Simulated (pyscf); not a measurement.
Single points on ωB97X-D3(BJ)/def2-SVP structures (PySCF, gas phase).

Q: How much does it cost (ΔH, 298 K, ωB97M-D3(BJ)/def2-TZVP) to split HO–Nb(OH)(SH)(Cl)–Cl at its Nb–S bond into [HO–Nb(OH)(Cl)–Cl]• + SH•?

A: Nb–S to [HO–Nb(OH)(Cl)–Cl]• + SH•: 2.28 eV. The 7 functionals that were run give +2.28 (ωB97M-D3(BJ)/def2-TZVP) to +2.74 eV (PBE). The radicals are drawn with the spin at the cut bond; how far it spreads was not checked. Other isomers of [HO–Nb(OH)(Cl)–Cl]• were not searched in full and may lie lower. Left out: the spin-orbit lowering of SH. Open-shell species with a d-block atom are single-reference here; other states, and whether the spin sits on metal or ligand, were not checked. Elements past Kr carry the def2 core potentials, without spin-orbit coupling.
